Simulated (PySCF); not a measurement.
**How methods differ on the ionisation energy of Be**

Be [He] 2s2 (1S) → Be⁺ [He] 2s1 (2S), as a difference of total energies. All numbers are calculated (PySCF 2.14, the spin-free X2C one-electron Hamiltonian (Gaussian nucleus), in x2c-QZVPPall (7s4p2d1f, 36 functions)). Correlated levels: valence and next inner shell: nothing frozen. The calculations carry no spin-orbit coupling.

```csv
method,ionisation energy (eV)
UHF,8.044
MP2 (valence and next inner shell),8.841
SCS-MP2 (valence and next inner shell),8.991
CCSD (valence and next inner shell),9.286
CCSD(T) (valence and next inner shell),9.297
CCSDT (valence and next inner shell),9.298
```

Q: How much does correlation contribute at CCSD(T) (valence and next inner shell)?

A: 9.297 − (8.044) = 1.253 eV, measured against UHF.

Errors of the correlated levels include the incompleteness of this basis.

For comparison: 9.323 eV (measured; NIST Atomic Spectra Database, ionization energies).
